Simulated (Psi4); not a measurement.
Psi4 input (wB97X-D/6-31G*):

```
memory 1500 MB

molecule {
0 3
O    -0.01015087    1.07558797   -0.21689088
O     0.00927284    0.00110539    0.42846783
O     0.00087803   -1.07669336   -0.21157695
symmetry c1
no_reorient
no_com
}

set {
  basis 6-31G*
  reference uks
  scf_type pk
  dft_radial_points 99
  dft_spherical_points 590
  e_convergence 1e-8
  d_convergence 1e-7
  maxiter 150
}

e = energy('wb97x-d')
print_out(f'\nFINAL {e:.10f} DIPOLE {variable("CURRENT DIPOLE")[0]:.6f} {variable("CURRENT DIPOLE")[1]:.6f} {variable("CURRENT DIPOLE")[2]:.6f}\n')
```

Task: Predict the final energy.

Result: -225.28309 Eh.
